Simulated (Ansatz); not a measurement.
C3H5F3, SMILES `FCC(F)CF` at its PBE0-D4/def2-TZVP geometry, where that method's forces vanish. Total charge 0; spin multiplicity 1.

```xyz
11

F     0.8401    1.7939   -0.3645
C    -0.1545    1.2102    0.3932
C    -0.5462   -0.1029   -0.2532
F    -1.6412   -0.5863    0.4380
C     0.5540   -1.1280   -0.2530
F     1.0489   -1.3156    1.0191
H    -1.0160    1.8812    0.4224
H     0.2231    1.0452    1.4042
H    -0.8486    0.0741   -1.2925
H     1.3693   -0.7863   -0.8972
H     0.1711   -2.0855   -0.6164
```

Q: What forces (eV/Å) does PBE-D4/def2-TZVPP give on these atoms in Ansatz? (An estimate is asked.)

A: The calculation gave: 
```
F1   0.517  0.331 -0.370
C2  -0.239 -0.093  0.184
C3   0.253  0.100 -0.211
F4  -0.602 -0.266  0.364
C5  -0.093  0.038 -0.339
F6   0.266 -0.120  0.645
H7  -0.211  0.146  0.028
H8   0.067 -0.045  0.247
H9  -0.053  0.053 -0.257
H10  0.185  0.073 -0.180
H11 -0.088 -0.217 -0.112
```
